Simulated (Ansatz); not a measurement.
hcp Re

Level of theory: r²SCAN in Ansatz (plane waves, PAW).

Run with plane-wave cutoff 500 eV, 5×5×5 k mesh, Fermi–Dirac smearing 0.1 eV, cell of 36 sites, scalar-relativistic PAW data made under PBE.

Cell: relaxed at this level.

```
Item                                          Value
------------------------------------------  -------
vacancy formation energy                    3.56 eV
vacancy formation energy before relaxation  3.66 eV
```

Note: energies are extrapolated to zero smearing, and mesh and cell size move such values by some hundredths of an eV or more.

Spin–orbit coupling is not included.

The computed numbers hold no vibrational or temperature effects.

The result took roughly 22 core-minutes.

Ansatz is an electronic-structure program.
